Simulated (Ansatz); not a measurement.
Compare A (`C=C(C=O)CCl`) with its isomer B (`OC1=C(CCl)C1`).

Gas-phase electronic energies from Ansatz, PBE0-D4/def2-TZVP geometries. CCSD(T)/CBS adds triple-zeta CCSD(T) − MP2 to the extrapolated MP2 energy (def2 sets, frozen cores). Functionals use def2-TZVPP. B3LYP here is the variant with VWN-RPA as its local correlation; programs differ in this. One conformer a species, not always the lowest.

Q: Which is lower in electronic energy at CCSD(T)/CBS, and by how much? (Best estimate.)

A: The calculation gave: A, by 41.7 kcal/mol.

Q: Give E(B) − E(A) in kcal/mol with CCSD/def2-TZVPP, PBE-D4, B3LYP, ωB97M-V, PBE0-D4, B3LYP-D4, r2SCAN-D4. (Estimate.)

A: The calculation gave: CCSD/def2-TZVPP 42.4, PBE-D4 36.6, B3LYP 41.4, ωB97M-V 40.0, PBE0-D4 36.2, B3LYP-D4 42.4, r2SCAN-D4 39.1. None reverses the order clearly.

Largest T1 diagnostic: 0.013.

The D4 term adds +1.0 kcal/mol with B3LYP and +0.5 kcal/mol with PBE0; it sums over pairs of atoms, weighted by their polarisabilities, and B3LYP, whose exchange is more repulsive, gets the larger term. In def2-TZVPP, CCSD(T) changes the Hartree–Fock value by −4.3 kcal/mol (the triples alone add +0.2 kcal/mol) and MP2 by −7.1 kcal/mol.
